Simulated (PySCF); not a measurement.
Molecule: SMILES C=CSC, C₃H₆S.

Structure with atom numbers: `[CH2:1]=[CH:2][S:3][CH3:4]`. Each H is labelled by its parent atom. Ha(C1) is cis to S3; Hb(C1) is trans to S3.

Geometry PBE0-D3(BJ)/def2-SVP throughout; GIAO in PySCF 2.14, gas phase, one conformer, non-relativistic; equivalent atoms averaged; basis pcSseg-2.

Q: How do the shifts δ (against TMS, CS2 at the same level) depend on the functional? (ppm; last column core-seconds on shared hosts with different chips, so compare them loosely)

A: 
```tsv
functional	kind	C2	C1	C4	S3	H(C2)	Ha(C1)	Hb(C1)	H(C4)	core-s
HF	Hartree–Fock	150.9	119.6	18.5	-17.2	6.34	5.38	5.33	2.07	7.5
LDA	LDA	158.1	117.8	20.3	56.4	6.66	5.30	5.23	2.26	17
PBE	GGA	151.4	113.5	21.3	53.8	6.53	5.20	5.17	2.25	21
BLYP	GGA	152.7	112.3	22.3	73.5	6.47	5.14	5.09	2.29	21
BP86	GGA	151.0	113.2	21.4	54.4	6.51	5.18	5.15	2.24	20
OPBE	GGA	144.0	110.8	21.4	34.4	6.54	5.20	5.24	2.21	21
KT2	GGA	142.4	106.9	20.8	49.5	6.37	5.10	5.02	2.26	22
KT3	GGA	140.3	105.7	21.7	51.4	6.34	5.06	5.03	2.26	21
B97-D	GGA	146.8	109.7	22.3	59.7	6.45	5.13	5.10	2.28	22
B3LYP	global hybrid	154.1	115.8	21.3	49.4	6.46	5.22	5.17	2.23	14
PBE0	global hybrid	152.7	117.3	20.4	26.0	6.51	5.29	5.26	2.18	15
mPW1PW91	global hybrid	152.7	117.4	20.6	26.8	6.49	5.26	5.25	2.17	15
WP04	global hybrid	151.8	116.2	23.1	57.8	6.16	4.96	5.00	2.12	26
B97-2	global hybrid	149.3	114.5	21.0	30.8	6.45	5.22	5.21	2.19	26
BHandHLYP	global hybrid	154.5	118.9	20.1	20.8	6.42	5.29	5.25	2.16	28
CAM-B3LYP	range-separated hybrid	156.9	119.7	20.0	34.8	6.48	5.32	5.26	2.16	33
wB97X-D	range-separated hybrid	154.1	119.3	20.0	22.3	6.47	5.33	5.28	2.12	30
LC-wPBE	range-separated hybrid	157.1	124.8	18.5	1.2	6.51	5.43	5.41	2.04	39
```

Q: Which nucleus moves most, in ppm?

A: S3 (sulfide sulfur): from -17.2 ppm with HF to 73.5 ppm with BLYP. The smallest spread is 0.25 ppm, at H(C4). Proton shifts span only some 12 ppm, so a few tenths of a ppm matter as much there as several ppm in carbon.
